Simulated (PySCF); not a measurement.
## Dipole moment and polarisability across levels of theory

Compound: pentane, C5H12.
InChI=1S/C5H12/c1-3-5-4-2/h3-5H2,1-2H3

PySCF, dipoles from the SCF density, polarisabilities from static response with core orbitals frozen. The structure is a single PBE0-D3(BJ)/def2-SVP conformer in the gas phase; no vibrational or solvent corrections.

Question: How do dipole and polarisability depend on functional and basis here?

Answer: 

```tsv
level	μ (D)	α (Å³)	error (%)	anisotropy (Å³)
LDA/def2-SVPD	0.092	10.14	+2.7	2.74
PBE/def2-SVPD	0.093	9.96	+0.8	2.69
B3LYP/def2-SVPD	0.089	9.69	-1.9	2.49
PBE0/def2-SVPD	0.085	9.61	-2.7	2.50
BHandHLYP/def2-SVPD	0.083	9.37	-5.1	2.31
CAM-B3LYP/def2-SVPD	0.085	9.56	-3.3	2.36
wB97X-D/def2-SVPD	0.082	9.55	-3.3	2.37
LC-wPBE/def2-SVPD	0.077	9.30	-5.9	2.26
HF/def2-SVPD	0.079	9.07	-8.2	2.08
PBE0/6-31G*	0.055	8.15	-17.5	1.90
PBE0/6-31+G*	0.081	8.89	-10.0	2.06
PBE0/def2-SVP	0.050	8.49	-14.1	2.09
PBE0/aug-cc-pVDZ	0.092	9.84	-0.4	2.63
PBE0/def2-TZVP	0.088	9.45	-4.4	2.46
PBE0/def2-TZVPD	0.089	9.81	-0.7	2.63
```

Reference polarisability: 9.879 Å³ (measured, gas; NIST CCCBDB Release 22 (SRD 101), experimental polarizabilities). The anisotropy is √(½[(α1 − α2)² + (α2 − α3)² + (α3 − α1)²]). For the polarisability, the smallest error is 0.4% (PBE0/aug-cc-pVDZ) and the largest 17.5% (PBE0/6-31G*). The dipole runs from 0.05 D (PBE0/def2-SVP) to 0.09 D (PBE/def2-SVPD). In one basis (def2-SVPD) the functionals order the polarisability from HF (lowest) to LDA (highest), a spread of 12%. With PBE0 the polarisability is 8.69 Å³ without diffuse functions (mean of 6-31G*, def2-SVP and def2-TZVP) and 9.54 Å³ with them (mean of 6-31+G*, def2-SVPD, aug-cc-pVDZ and def2-TZVPD). Measured values can belong to vibrating molecules and may average over conformers; the computed ones are for one fixed geometry.
